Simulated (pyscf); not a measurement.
**Addition across a multiple bond or ene-type step: `[O]=[Si]=[O]` + `[NH3]` → `[NH2][Si](=[O])[OH]`**

Gas phase, singlet surface, charge 0. Bonds broken: N4–H5. Bonds formed: O1–H5, Si2–N4. Optimised with ωB97X-D3(BJ)/def2-SVP in PySCF. Correlated levels are frozen-core, on RHF or UHF. ΔMP2 is the change of the MP2 total energy from the triple- to the quadruple-zeta basis.

Transition state (Å):

```xyz
7

O      0.2464     0.2803     1.1964
Si    -0.8628    -0.6782     0.6018
O     -1.7966    -1.8680     0.7614
N     -0.7135     0.3877    -0.9391
H      0.0687     0.7871    -0.0440
H     -1.5038     0.9791    -1.2011
H     -0.3226    -0.0300    -1.7851
```

One imaginary mode, 1489i cm⁻¹; descent along it reached the two sides named, in the forms told below.

```tsv
bond	change	reactant side (Å)	saddle	product side
N4–H5	breaks	1.023	1.254	2.8
O1–H5	forms	2.7	1.352	0.962
Si2–N4	forms	1.983	1.880	1.691
```

Electronic energies relative to the separated reactants (kcal/mol):

| level | barrier | reaction energy | reverse barrier |
|---|---|---|---|
| ωB97X-D3(BJ)/def2-TZVP | -21.8 | -70.8 | 49.0 |
| PBE/def2-TZVP | -20.4 | -60.0 | 39.7 |
| r²SCAN/def2-TZVP | -21.8 | -66.6 | 44.8 |
| B3LYP-D3(BJ)/def2-TZVP | -18.8 | -65.8 | 46.9 |
| PBE0-D3(BJ)/def2-TZVP | -23.7 | -69.5 | 45.8 |
| M06-2X/def2-TZVP | -23.0 | -72.6 | 49.6 |
| ωB97M-D3(BJ)/def2-TZVP | -20.0 | -67.9 | 48.0 |
| HF/def2-TZVP | -11.9 | -76.1 | 64.2 |
| MP2/def2-QZVPP | -17.3 | -64.1 | 46.9 |
| CCSD/def2-TZVPP | -16.5 | -68.0 | 51.5 |
| CCSD(T)/def2-TZVPP | -16.8 | -65.1 | 48.3 |
| CCSD(T)/def2-TZVPP + ΔMP2(QZVPP) | -17.0 | -65.7 | 48.7 |

With CCSD(T)/def2-TZVPP + ΔMP2(QZVPP) energies and thermal terms (ideal gas, 1 atm, RRHO with modes under 100 cm⁻¹ raised to 100, one conformer, R ln 2 for rigid chiral ones), in kcal/mol:

```csv
T (K),ΔH‡,ΔG‡,ΔH,ΔG
298,-18.3,-8.8,-64.6,-55.6
600,-18.5,1.0,-63.9,-46.8
900,-18.1,10.6,-62.9,-38.5
1200,-17.6,20.1,-61.9,-30.5
```

On the reactant side the descent ends in an adduct with a N–Si contact, 40.1 kcal/mol under the separated species and 18.3 kcal/mol under the saddle at ωB97X-D3(BJ)/def2-TZVP. At ωB97X-D3(BJ), PBE, r²SCAN, B3LYP-D3(BJ), PBE0-D3(BJ), M06-2X, ωB97M-D3(BJ), HF, MP2, CCSD, CCSD(T), CCSD(T) the saddle lies under the separated reactants, which points to a path from their complex (located at ωB97X-D3(BJ) alone). What is counted as formed (N–Si) is already present as a longer contact in the reactant adduct; forming that adduct is a step of its own. One saddle was located; it need not be the lowest between these sides. The CCSD(T) − MP2 part came from Ansatz, without density fitting, on the same reference.
